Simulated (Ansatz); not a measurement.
Results of the Gaussian-basis code of Ansatz.

C₃H₁₀N+ (`C[NH+](C)C`) at its PBE0-D4/def2-TZVP geometry, where that method's forces vanish. Charge 1, multiplicity 1.

| atom | x (Å) | y (Å) | z (Å) |
| --- | --- | --- | --- |
| C1 | 0.757 | -1.167 | -0.295 |
| N2 | 0.247 | 0.116 | 0.258 |
| C3 | -1.060 | -0.066 | 0.947 |
| C4 | 0.171 | 1.172 | -0.789 |
| H5 | 1.733 | -0.997 | -0.748 |
| H6 | 0.839 | -1.895 | 0.510 |
| H7 | 0.054 | -1.521 | -1.048 |
| H8 | 0.918 | 0.433 | 0.960 |
| H9 | -1.791 | -0.404 | 0.213 |
| H10 | -1.373 | 0.885 | 1.373 |
| H11 | -0.948 | -0.811 | 1.732 |
| H12 | -0.162 | 2.102 | -0.333 |
| H13 | -0.542 | 0.853 | -1.548 |
| H14 | 1.156 | 1.303 | -1.234 |

Question: For each bond, give half the difference of the two atoms' forces along it (eV/Å; positive pushes the atoms apart) under PBE-D4, r2SCAN-D4, B3LYP-D4, ωB97M-V in def2-TZVPP. (Estimate.)

Answer: The calculation gave: 
```json
{"bond": "C1–N2", "length (Å)": "1.488", "PBE-D4": "0.08", "r2SCAN-D4": "0.19", "B3LYP-D4": "0.23", "ωB97M-V": "0.17"}
{"bond": "C1–H5", "length (Å)": "1.088", "PBE-D4": "0.08", "r2SCAN-D4": "-0.07", "B3LYP-D4": "-0.10", "ωB97M-V": "-0.09"}
{"bond": "C1–H6", "length (Å)": "1.088", "PBE-D4": "0.08", "r2SCAN-D4": "-0.07", "B3LYP-D4": "-0.10", "ωB97M-V": "-0.09"}
{"bond": "C1–H7", "length (Å)": "1.089", "PBE-D4": "0.09", "r2SCAN-D4": "-0.06", "B3LYP-D4": "-0.09", "ωB97M-V": "-0.08"}
{"bond": "N2–C3", "length (Å)": "1.488", "PBE-D4": "0.08", "r2SCAN-D4": "0.19", "B3LYP-D4": "0.23", "ωB97M-V": "0.17"}
{"bond": "N2–C4", "length (Å)": "1.488", "PBE-D4": "0.08", "r2SCAN-D4": "0.19", "B3LYP-D4": "0.23", "ωB97M-V": "0.17"}
{"bond": "N2–H8", "length (Å)": "1.021", "PBE-D4": "0.18", "r2SCAN-D4": "-0.09", "B3LYP-D4": "-0.13", "ωB97M-V": "-0.16"}
{"bond": "C3–H9", "length (Å)": "1.089", "PBE-D4": "0.09", "r2SCAN-D4": "-0.06", "B3LYP-D4": "-0.09", "ωB97M-V": "-0.08"}
{"bond": "C3–H10", "length (Å)": "1.088", "PBE-D4": "0.08", "r2SCAN-D4": "-0.07", "B3LYP-D4": "-0.10", "ωB97M-V": "-0.09"}
{"bond": "C3–H11", "length (Å)": "1.088", "PBE-D4": "0.08", "r2SCAN-D4": "-0.07", "B3LYP-D4": "-0.10", "ωB97M-V": "-0.09"}
{"bond": "C4–H12", "length (Å)": "1.088", "PBE-D4": "0.08", "r2SCAN-D4": "-0.07", "B3LYP-D4": "-0.10", "ωB97M-V": "-0.09"}
{"bond": "C4–H13", "length (Å)": "1.089", "PBE-D4": "0.09", "r2SCAN-D4": "-0.06", "B3LYP-D4": "-0.09", "ωB97M-V": "-0.08"}
{"bond": "C4–H14", "length (Å)": "1.088", "PBE-D4": "0.08", "r2SCAN-D4": "-0.07", "B3LYP-D4": "-0.10", "ωB97M-V": "-0.09"}
```

B3LYP here is the variant with VWN-RPA as its local correlation; programs differ in this.
